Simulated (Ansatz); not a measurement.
Born–Oppenheimer molecular dynamics of H7Si2 (9 atoms, charge 0, multiplicity 2). It starts at the highest image of a converged band. Of that band: A vibrational analysis at the climbing image gives one clearly imaginary mode, 950i cm⁻¹, and a faint second one (33i cm⁻¹) that may be numerical noise or a soft torsion: probably a first-order saddle point.

All numbers below come from UKS r2SCANh/cc-pVDZ (Ansatz 0.2.0).

```
ensemble                      : NVE (velocity Verlet)
time step                     : 0.5 fs
steps asked                   : 200
starting velocities drawn for : 300 K
seed                          : 6850
```

First frame:

```xyz
9
Properties=species:S:1:pos:R:3
Si 0.002 0.000 -0.042
H -0.001 0.000 1.734
H 1.419 0.000 -0.521
H -0.708 1.228 -0.520
H -0.707 -1.227 -0.521
Si -0.002 0.000 3.508
H -0.766 -1.192 3.987
H 1.415 -0.067 3.982
H -0.650 1.259 3.986
```

**Question.** How far do the bonds stretch over the last three quarters of this one trajectory? (Pairs bonded in most of those frames.)

**Answer.** 
```json
{"bond": "Si1–H3", "mean (Å)": "1.496", "spread (Å)": "0.018", "shortest": "1.47", "longest": "1.53"}
{"bond": "Si1–H4", "mean (Å)": "1.497", "spread (Å)": "0.023", "shortest": "1.46", "longest": "1.53"}
{"bond": "Si1–H5", "mean (Å)": "1.495", "spread (Å)": "0.015", "shortest": "1.47", "longest": "1.52"}
{"bond": "H2–Si6", "mean (Å)": "1.512", "spread (Å)": "0.053", "shortest": "1.43", "longest": "1.60"}
{"bond": "Si6–H7", "mean (Å)": "1.497", "spread (Å)": "0.006", "shortest": "1.48", "longest": "1.51"}
{"bond": "Si6–H8", "mean (Å)": "1.496", "spread (Å)": "0.015", "shortest": "1.47", "longest": "1.53"}
{"bond": "Si6–H9", "mean (Å)": "1.502", "spread (Å)": "0.043", "shortest": "1.43", "longest": "1.57"}
```

Mean temperature of the second half: 404 K. The conserved energy stayed within 0.11 meV per atom of its start (net change 0.051 meV per atom), so the integration is sound. The kinetic energy rose, since the run started high on the potential surface and went downhill. It ends in pieces (H3Si + H4Si), so much of that is their flight and rotation, not heat. A run of 0.1 ps of so small a system gives no equilibrium averages.

Run time: 10 min on 2 threads of Arm Neoverse V1 (shared host), peak memory 0.21 GiB.
